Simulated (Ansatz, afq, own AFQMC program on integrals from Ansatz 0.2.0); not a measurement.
Integrals from Ansatz 0.2.0, then the random walk in our own AFQMC program (afq).

```yaml
crystal:
  periodic: [false, false, false]
  atoms:
    - {symbol: Zn, position_ang: [0.000000, 0.000000, 0.000000]}
basis:
  gaussian: {orbitals: def2-TZVP}
magnetization: {spin_polarized: false}
correlation: {method: ccsd_t, electrons: outside_noble_gas, hamiltonian_folder: ham}
```

```sh
$ ansatz run in.yaml --threads 1 --pin off --events-out ev --progress --plain --max-ram 24576MiB --backend cuda --devices 0, --max-vram 18GiB
```

Options of the walk:

```
--method phaseless --trial cisd --walkers 40 --populations 1 --least-time 40 --time-step 0.02 --steps-per-block 25 --equilibration-blocks 12 --max-blocks 120 --target-error 0.00084 --factor-cut 1e-05 --seed 6077 --taylor-order 4
```

Times are imaginary, in 1/Eh. The walk had a cap of 60 s.

afq prints:

```
orbitals 39  electrons 6 6  factors 287 of 320
reference energy -1777.80706628 Eh
CCSD correlation -0.37526124 Eh in 9 cycles, weight of the determinant in the CISD state 0.9068
energy of the start -1778.182334 Eh
 block  time / (1/Eh)  mean weight  energy / Eh
     1     0.500  1.0104  -1778.184244
     2     1.000  1.0168  -1778.181416
     3     1.500  1.0040  -1778.177591
     4     2.000  1.0066  -1778.190966
     5     2.500  0.9739  -1778.185866
     9     4.500  0.9856  -1778.204137
    15     7.500  0.9952  -1778.189666
    23    11.500  0.9932  -1778.182048
    31    15.500  1.0085  -1778.189125
    39    19.500  0.9975  -1778.194373
    45    22.500  0.9862  -1778.216451
    47    23.500  1.0107  -1778.201254
    55    27.500  1.0062  -1778.178075
    63    31.500  0.9937  -1778.184817
    71    35.500  1.0199  -1778.175897
    79    39.500  0.9845  -1778.184950
    87    43.500  0.9921  -1778.188667
    95    47.500  1.0034  -1778.186608
   101    50.500  1.0224  -1778.181574
blocks merged  error / Eh  count
     1  0.000796  90
     2  0.000838  45
     4  0.000801  22
     8  0.000807  11
energy -1778.188908 +/- 0.000838 Eh
(rows thinned)
```

The run passed its tests (sampling time, drift between the halves within three errors, error under three times the target), which doesn't prove that it has relaxed. The second half of the sampling lies above the first by 2.1 errors of their difference, so the energy may still be moving and its error bar be too small.

Against this walk (error 22.8 meV) on the same determinant: CCSD(T) 64.1 meV lower, CCSDT(Q) 51.3 meV lower, CCSDTQ 56.5 meV lower, a separate phaseless walk with a CISD trial and standard settings 46.6 ± 23.1 meV lower. The error is statistical and leaves out the bias of the constraint.

Cautions: constraint bias not in the error; no relativity below Rb; outer-core shells of the metal frozen; the time-step error isn't removed.

The walk took 7 s on 1 × NVIDIA H100 80GB HBM3 with 2 threads of AMD EPYC 7R13 Processor (Zen 3), with other jobs on the host (the card was shared). The log's last line is the phaseless energy.

CCSDT and higher add their correlation energy to the determinant of the CCSD(T) run, since their own runs factorise the integrals more tightly (a shift of under 2 meV). A walk keeps the symmetry of its determinant, which the program's search chose and which needn't be the lowest solution, so a lower state of the same spin and another symmetry isn't excluded.
